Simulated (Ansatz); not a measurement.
**BNH (quartet): the correlation ladder at a displaced geometry (v2), cc-pVDZ**

An exercise on one series of results from a longer session: the logs are not shown, and one member is left open.

Method: cc-pVDZ, core rule «outside noble gas», up to 2 orbitals frozen; program: Ansatz 0.2.0, Gaussian basis.

Plan: UHF; CCSD(T) on ROHF; CCSD(T) on UHF; BCCD(T) on ROHF; CISD; CCSDT(Q) on ROHF; CCSDT(Q) on UHF; CASSCF and MRCISD+Q, 9 electrons in 9 orbitals; CASSCF and NEVPT2, 9 electrons in 9 orbitals.

22 further runs of the same task are left out: 1 for a mislabelled method, 7 that didn't finish, 14 set aside as unsound or not needed.

**The geometry**

The geometry is a PBE0/def2-TZVP stationary point (not a proven minimum) with its atoms shifted at random (size 0.100 Å).

3 atoms, charge 0, spin multiplicity 4.

Atoms are counted from 1 here; the program's logs count them from 0.

Bond lengths: B1–N2 1.462 Å, N2–H3 1.009 Å. Angles: B1–N2–H3 112.5°.

The first run:

Input file in.yaml:

```yaml
crystal:
  periodic: [false, false, false]
  atoms:
    - {symbol: B, position_ang: [0.092865, 0.076149, 0.857354]}
    - {symbol: N, position_ang: [-0.072009, -0.112846, -0.582754]}
    - {symbol: H, position_ang: [0.004611, 0.751392, -1.097676]}
basis:
  gaussian: {orbitals: cc-pVDZ}
magnetization: {spin_polarized: true, initial_magnetization: 3}
hamiltonian: {xc: hf}
output: {orbitals: {seedname: orbitals}}
```

On the command line:

```sh
$ ansatz run in.yaml --threads 1 --pin off --events-out ev --progress --plain --max-ram 2393MiB
```

Among the steps run: UHF; CCSD(T) on ROHF; CCSD(T) on UHF; BCCD(T) on ROHF; CISD; CCSDT(Q) on ROHF; CCSDT(Q) on UHF; CASSCF and MRCISD+Q, 9 electrons in 9 orbitals; CASSCF and NEVPT2, 9 electrons in 9 orbitals.

One table of the session follows, with a row left open; its other results are not shown here.

```
          method  from UCCSDT(Q) (kJ/mol)
            ROHF                   +522.0
             UHF                   +512.1
            RMP2                    +77.8
            UMP2                    +78.6
            CISD                    +38.0
           RCCSD                    +17.0
           UCCSD                    +16.8
        RCCSD(T)                     +3.7
        UCCSD(T)                     +3.6
         BCCD(T)                        ?
          RCCSDT                     +1.1
          UCCSDT                     +1.1
       RCCSDT(Q)                     +0.2
       UCCSDT(Q)                        0
  CASSCF valence                   +343.5
  NEVPT2 valence                    +72.1
  MRCISD valence                    +17.7
MRCISD+Q valence                     +2.7
```

**Question.** Estimate the row for BCCD(T).

As computed: from UCCSDT(Q) (kJ/mol): +3.8. In the column «from UCCSDT(Q) (kJ/mol)» it lies between RCCSD(T) (+3.7) and UCCSD (+16.8).

Among the levels timed on like hardware and quicker than the yardstick, those that no quicker one beats, quickest first: UHF (1.6 s, +512.1 kJ/mol); CISD (2.2 s, +38.0 kJ/mol); RCCSD(T) (2.7 s, +3.7 kJ/mol); UCCSD(T) (3.7 s, +3.6 kJ/mol); MRCISD+Q valence (4.3 s, +2.7 kJ/mol).

Limits of these values: Of the multireference levels listed MRCISD+Q valence comes nearest in total energy (+2.7 kJ/mol), which doesn't show that its space is the better one. Restricted and unrestricted rows rest on different reference determinants; where their highest levels disagree by more than a few hundredths of an eV, they describe different states and don't form one ladder.
